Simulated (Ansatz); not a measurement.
# PH3 (phosphine): methods side by side

PH3 has 4 atoms, charge 0, and is taken as a singlet. SMILES: `P`. Geometry: optimised at r2SCAN/def2-SVP.

```xyz
4

P     0.3517   -0.3319   -0.3383
H     0.6310   -0.0326    1.0313
H    -1.0098   -0.6632   -0.0559
H     0.0272    1.0277   -0.6370
```

Quantity: the adiabatic ionisation energy (to the doublet cation, shapes relaxed at r2SCAN/def2-SVP, no zero-point term), in eV. The values are calculated.

```tsv
level	kind	program	value (eV)	less CCSD(T)/def2-TZVPP
HF/def2-TZVPP	Hartree–Fock	Ansatz	8.55	-1.20
SVWN5/def2-TZVPP	LDA	Ansatz	9.97	+0.22
BLYP/def2-TZVPP	GGA	Ansatz	9.70	-0.05
PBE/def2-TZVPP	GGA	Ansatz	9.77	+0.02
PBE0-D4/def2-TZVPP	global hybrid	Ansatz	9.73	-0.02
RPA@PBE/def2-TZVPP	RPA	Ansatz	10.02	+0.27
MP2/def2-TZVPP	perturbation theory	Ansatz	9.64	-0.11
CCSD(T)/def2-TZVPP	coupled cluster or CI	Ansatz	9.75	0.00
```

Differences are taken from CCSD(T)/def2-TZVPP for orientation; it has basis-set and higher-order errors of its own. The values span 8.55 to 10.02 eV.
